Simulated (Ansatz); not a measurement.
**How the lattice constant a of Os (model structure, started from the beta-Sn type, I4₁/amd, No. 141, 2 atoms in the cell) moves with the method**

No measured value is used here.

```csv
level (code),value (Å)
PBE (Ansatz),4.859
PBEsol (Ansatz),?
PBE-D3(BJ) (Ansatz),4.842
r²SCAN (Ansatz),4.797
```

### Question
Fill in the missing entries.

### Answer

- PBEsol (Ansatz, a quantum-chemistry and plane-wave program), value (Å): 4.831

Density-functional levels without +SOC have no spin–orbit coupling. Ansatz's density-functional and Hartree–Fock values are scalar-relativistic unless marked +SOC, with PAW data made under PBE.

A model structure was made by putting elements into a prototype or built by hand; it is no filed structure, need not be a known phase, and can be a saddle point held by its symmetry.
